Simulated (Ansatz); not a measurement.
Reaction (SMILES): C[SiH2] (CH3-SiH2) → C atom + 5 H atom + Si atom
B3LYP-D3(BJ)/def2-TZVP geometries, fixed; electronic energies without zero-point terms.
Largest species:
```
C
H 1 1.0909
H 1 1.0909 2 108.23
H 1 1.0938 2 108.08 3 116.82
Si 1 1.8820 2 110.96 3 -121.97
H 5 1.4873 1 111.50 2 -58.56
H 5 1.4873 6 109.34 1 123.76
```
Charge 0, spin multiplicity 2.

Basis-set convergence of the atomisation energy at MP2 with Ansatz (an electronic-structure program). Cartesian d functions, on some or all atoms, in 6-31G*, 6-31G**, 6-311+G**; all else is spherical. Cores are frozen. Open shells are unrestricted. No added dispersion term, no relativity. Functions are those of the species that has most. Reference: Hartree-Fock in cc-pV(Q+d)Z plus the correlation part extrapolated as X^-3 from cc-pV(T+d)Z and cc-pV(Q+d)Z, 529.52 kcal/mol, itself unsure by roughly 1.89 kcal/mol (a third of the extrapolation step and of the last Hartree-Fock step). Deviations are taken from unrounded values.

```
basis              functions  atomisation energy (kcal/mol)  minus reference (kcal/mol)
-----------------  ---------  -----------------------------  --------------------------
6-31G                     32                         440.70                      -88.82
def2-SV(P)                42                         469.22                      -60.29
6-31G*                    44                         473.86                      -55.66
def2-SVP                  57                         501.40                      -28.12
pcseg-1                   57                         496.72                      -32.80
6-31G**                   59                         499.19                      -30.33
cc-pV(D+d)Z               62                         492.14                      -37.38
6-311+G**                 83                         500.91                      -28.61
aug-pcseg-1               95                         500.86                      -28.66
def2-TZVP                 98                         508.57                      -20.95
def2-TZVPD               125                         509.83                      -19.68
pcseg-2                  134                         520.91                       -8.61
cc-pV(T+d)Z              139                         517.46                      -12.05
def2-TZVPP               143                         518.26                      -11.25
jun-cc-pV(T+d)Z          157                         517.60                      -11.92
6-311++G(3df,3pd)        176                         519.58                       -9.94
def2-QZVPP               277                         524.86                       -4.66
def2-QZVPPD              304                         524.95                       -4.56
```
